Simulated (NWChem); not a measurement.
# hydrogen cyanide (CHN); SMILES C#N

Program: NWChem. Medium grid unless said otherwise, to which SCAN and Minnesota functionals are sensitive. Structure relaxed at the PBE0-D3(BJ)/def2-TZVP level. Computed dipoles belong to the equilibrium geometry; the measured one is vibrationally averaged.

Measured dipole moment: 2.98 D (NIST CCCBDB, as tabulated in the package chemicals).

```csv
level,dipole moment (D),computed − measured
B3LYP/def2-SVP,…,…
PBE/def2-SVP,2.74,-0.24
N12/def2-SVP,2.77,-0.21
"LDA (Slater exchange, VWN5)/def2-SVP",2.79,-0.19
PW6B95/def2-SVP,2.84,-0.14
MN15/def2-SVP,2.83,-0.15
"LC-wPBE (HJS exchange hole, range parameter 0.4 per bohr)/def2-SVP",2.92,-0.06
MPW1K/def2-SVP,2.99,+0.01
PW91/def2-SVP,…,…
```

Fill in the missing entries.


- B3LYP/def2-SVP, dipole moment (D): 2.83
- B3LYP/def2-SVP, computed − measured: -0.15
- PW91/def2-SVP, dipole moment (D): 2.74
- PW91/def2-SVP, computed − measured: -0.24
